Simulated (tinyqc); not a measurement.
Pariser-Parr-Pople SCF with singles CI, for the molecule C=CC=CCl (SMILES; centres numbered as the heavy atoms are written), step by step. One step of it, computed by the program tinyqc.

Question. Singles CI, singlets. Over the 6 single excitations with the smallest orbital gaps: A = (e_a - e_i) delta + 2 (ia|jb) - (ij|ab), with (pq|rs) = sum c_mp c_mq gamma_mn c_nr c_ns. f = 2/3 w |mu|^2 in atomic units, mu = sqrt2 sum c_ia sum_m c_mi c_ma R_m.

orbital energies (eV): -14.340578  -12.817092  -9.916124  -0.587408  2.425600

coefficients:
```
          MO1        MO2        MO3        MO4        MO5
1C   0.129615   0.430429   0.556298   0.565717  -0.410400
2C   0.226683   0.566187   0.351846  -0.406136   0.582499
3C   0.349712   0.446702  -0.451363  -0.388678  -0.568648
4C   0.449012   0.148541  -0.518760   0.586901   0.403434
5Cl  0.779682  -0.522069   0.306426  -0.139622  -0.078407
```

repulsion gamma_rs (eV):
```
            1C         2C         3C         4C        5Cl
1C   11.130000   7.552439   5.239019   3.670370   2.882989
2C    7.552439  11.130000   7.554960   5.240702   3.700470
3C    5.239019   7.554960  11.130000   7.554960   5.327694
4C    3.670370   5.240702   7.554960  11.130000   7.825634
5Cl   2.882989   3.700470   5.327694   7.825634  13.000000
```

Centres (angstrom, eV; a flat drawing with bonds scaled to 1.40 angstrom):

| centre | x | y | core charge z | W | gamma_rr |
|---|---|---|---|---|---|
| 1C | -2.425000 | -0.280000 | 1 | 11.160000 | 11.130000 |
| 2C | -1.212000 | 0.420000 | 1 | 11.160000 | 11.130000 |
| 3C | 0.000000 | -0.280000 | 1 | 11.160000 | 11.130000 |
| 4C | 1.212000 | 0.420000 | 1 | 11.160000 | 11.130000 |
| 5Cl | 2.425000 | -0.280000 | 2 | 26.000000 | 13.000000 |

Give: singlet CI matrix; singlet excitation energies; oscillator strengths.

Answer.

singlet CI matrix (eV):
```
         3>4      2>4      3>5      1>4      2>5      1>5
3>4   4.9430   0.0434  -0.0482   0.0294   0.6649  -0.0160
2>4   0.0434   6.9829   0.0500  -0.2581  -0.2170   0.6489
3>5  -0.0482   0.0500   6.9658  -0.1621  -0.1270   0.3031
1>4   0.0294  -0.2581  -0.1621   8.4156   0.5481  -1.1495
2>5   0.6649  -0.2170  -0.1270   0.5481   9.2869  -0.7063
1>5  -0.0160   0.6489   0.3031  -1.1495  -0.7063  11.4045
```

singlet excitation energies (eV): 4.8393  6.8816  6.9386  7.9587  9.1898  12.1908

oscillator strengths: 1.0900  0.0223  0.0005  0.0218  0.1457  0.0103
